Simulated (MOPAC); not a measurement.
MOPAC input (PM3):

```
PM3 1SCF UHF MS=0.5 GEO-OK AUX(PRECISION=9) THREADS=1
H5Si2

Si    0.01241810 1    0.02066246 1    1.21192572 1
Si   -0.00991521 1    0.04867099 1   -1.12060913 1
H    -1.20864940 1   -0.56547163 1    1.82210639 1
H     1.21762135 1   -0.61946299 1    1.79894031 1
H    -0.03689409 1   -1.31618260 1   -1.70716646 1
H    -1.21053620 1    0.78404316 1   -1.58393597 1
H     1.20341781 1    0.74640588 1   -1.60837640 1
```

Output:

```
 *******************************************************************************
 **                                                                           **
 **                              MOPAC v23.2.5                                **
 **                                                                           **
 *******************************************************************************
 ** MOPAC's Digital Object Identifier: https://doi.org/10.5281/zenodo.6511958 **
 **                                                                           **
 ** Please cite the open-source release paper for use of this MOPAC version:  **
 ** J. E. Moussa and J. J. P. Stewart (2026)                                  **
 ** MOPAC: An open-source semiempirical molecular orbital program             **
 ** J. Open Source Softw., 11(119), 8025, https://doi.org/10.21105/joss.08025 **
 *******************************************************************************

                              PM3 CALCULATION RESULTS

 *******************************************************************************
 *  PM3        - The PM3 Hamiltonian to be used
 *  GEO-OK     - OVERRIDE INTERATOMIC DISTANCE AND OTHER SAFETY CHECKS
 *  UHF        - UNRESTRICTED HARTREE-FOCK CALCULATION
 *  MS=        - IN MECI, MAGNETIC COMPONENT OF SPIN =  0.5
 *  1SCF       - DO 1 SCF AND THEN STOP
 *  AUX        - OUTPUT AUXILIARY INFORMATION
 *******************************************************************************
PM3 1SCF UHF MS=0.5 GEO-OK AUX(PRECISION=9) THREADS=1
 H5Si2

   ATOM   CHEMICAL          X               Y               Z
  NUMBER   SYMBOL      (ANGSTROMS)     (ANGSTROMS)     (ANGSTROMS)

     1      Si          0.01241810  *   0.02066246  *   1.21192572  *
     2      Si         -0.00991521  *   0.04867099  *  -1.12060913  *
     3       H         -1.20864940  *  -0.56547163  *   1.82210639  *
     4       H          1.21762135  *  -0.61946299  *   1.79894031  *
     5       H         -0.03689409  *  -1.31618260  *  -1.70716646  *
     6       H         -1.21053620  *   0.78404316  *  -1.58393597  *
     7       H          1.20341781  *   0.74640588  *  -1.60837640  *

          CARTESIAN COORDINATES

    NO.       ATOM           X           Y           Z

     1        Si          0.0124      0.0207      1.2119
     2        Si         -0.0099      0.0487     -1.1206
     3         H         -1.2086     -0.5655      1.8221
     4         H          1.2176     -0.6195      1.7989
     5         H         -0.0369     -1.3162     -1.7072
     6         H         -1.2105      0.7840     -1.5839
     7         H          1.2034      0.7464     -1.6084

  H: (PM3): J. J. P. STEWART, J. COMP. CHEM. 10, 209 (1989).
 Si: (PM3): J. J. P. STEWART, J. COMP. CHEM. 10, 209 (1989).

           Empirical Formula: H5 Si2  =     7 atoms

      MOLECULAR POINT GROUP   :   Cs

          UHF CALCULATION, NO. OF ALPHA ELECTRONS =    7
                           NO. OF BETA  ELECTRONS =    6

 -------------------------------------------------------------------------------
 PM3 1SCF UHF MS=0.5 GEO-OK AUX(PRECISION=9) THREADS=1
 H5Si2

     1SCF WAS SPECIFIED, SO BFGS WAS NOT USED
     SCF FIELD WAS ACHIEVED

                              PM3 CALCULATION
                                                       MOPAC v23.2.5 Linux

          FINAL HEAT OF FORMATION =         45.39042 KCAL/MOL =     189.91352 KJ/MOL

          COSMO AREA              =        116.60 SQUARE ANGSTROMS
          COSMO VOLUME            =        108.22 CUBIC ANGSTROMS

          IONIZATION POTENTIAL    =          8.245402 EV
          ALPHA SOMO LUMO (EV)    =         -8.245 -1.418
          BETA  SOMO LUMO (EV)    =        -10.057 -1.749
          NO. OF ALPHA ELECTRONS  =          7
          NO. OF BETA  ELECTRONS  =          6
          MOLECULAR WEIGHT        =         61.2105         POINT GROUP:  Cs

          MOLECULAR DIMENSIONS (Angstroms)

            Atom       Atom       Distance
            H     6    H     4     4.39427
            H     3    H     7     4.04036
            H     5   Si     1     2.32298

          SCF CALCULATIONS        =          1

   ATOM   CHEMICAL          X               Y               Z
  NUMBER   SYMBOL      (ANGSTROMS)     (ANGSTROMS)     (ANGSTROMS)

     1      Si          0.01241810  *   0.02066246  *   1.21192572  *
     2      Si         -0.00991521  *   0.04867099  *  -1.12060913  *
     3       H         -1.20864940  *  -0.56547163  *   1.82210639  *
     4       H          1.21762135  *  -0.61946299  *   1.79894031  *
     5       H         -0.03689409  *  -1.31618260  *  -1.70716646  *
     6       H         -1.21053620  *   0.78404316  *  -1.58393597  *
     7       H          1.20341781  *   0.74640588  *  -1.60837640  *

                             CARTESIAN COORDINATES

   1   Si        0.012418100     0.020662460     1.211925720
   2   Si       -0.009915210     0.048670990    -1.120609130
   3    H       -1.208649400    -0.565471630     1.822106390
   4    H        1.217621350    -0.619462990     1.798940310
   5    H       -0.036894090    -1.316182600    -1.707166460
   6    H       -1.210536200     0.784043160    -1.583935970
   7    H        1.203417810     0.746405880    -1.608376400

           Empirical Formula: H5 Si2  =     7 atoms

      MOLECULAR POINT GROUP   :   Cs

          ALPHA EIGENVALUES
 -16.53487 -15.03388 -12.90015 -12.30733 -11.01717 -10.36008  -8.24540  -1.41806
   0.89467   1.51834   1.71617   2.00417   2.33543

           BETA EIGENVALUES
 -16.40712 -14.95147 -12.81408 -11.94683 -11.01985 -10.05663  -1.74947  -0.88011
   1.02896   1.68459   1.80148   2.21933   2.56349

              NET ATOMIC CHARGES AND DIPOLE CONTRIBUTIONS

  ATOM NO.   TYPE          CHARGE      No. of ELECS.   s-Pop       p-Pop
    1         Si           0.234343        3.7657     1.14533     2.62032
    2         Si           0.328592        3.6714     0.96137     2.71004
    3          H          -0.120111        1.1201     1.12011
    4          H          -0.120123        1.1201     1.12012
    5          H          -0.107812        1.1078     1.10781
    6          H          -0.107518        1.1075     1.10752
    7          H          -0.107371        1.1074     1.10737
 DIPOLE           X         Y         Z       TOTAL
 POINT-CHG.     0.017     0.675     0.038     0.677
 HYBRID        -0.025    -1.009    -0.240     1.037
 SUM           -0.008    -0.333    -0.202     0.390

          ATOMIC ORBITAL ELECTRON POPULATIONS

     Atom    s        px        py        pz
    1 Si   1.14533   0.86725   0.85387   0.89920
    2 Si   0.96137   0.88663   0.88224   0.94117
    3  H   1.12011
    4  H   1.12012
    5  H   1.10781
    6  H   1.10752
    7  H   1.10737

                    (SZ)    =    0.500000
                    (S**2)  =    0.779317

          ATOMIC ORBITAL SPIN POPULATIONS

    Atom   Total    s     px     py     pz
         Atomic
    1 Si  1.1840  0.219  0.094  0.707  0.164
    2 Si -0.1523 -0.027 -0.016 -0.042 -0.067
    3  H -0.0671 -0.067
    4  H -0.0671 -0.067
    5  H  0.0729  0.073
    6  H  0.0146  0.015
    7  H  0.0149  0.015

 **********************
 *                    *
 * JOB ENDED NORMALLY *
 *                    *
 **********************

 == MOPAC DONE ==
```

The geometry given is a B3LYP-D3(BJ)/def2-TZVP minimum.
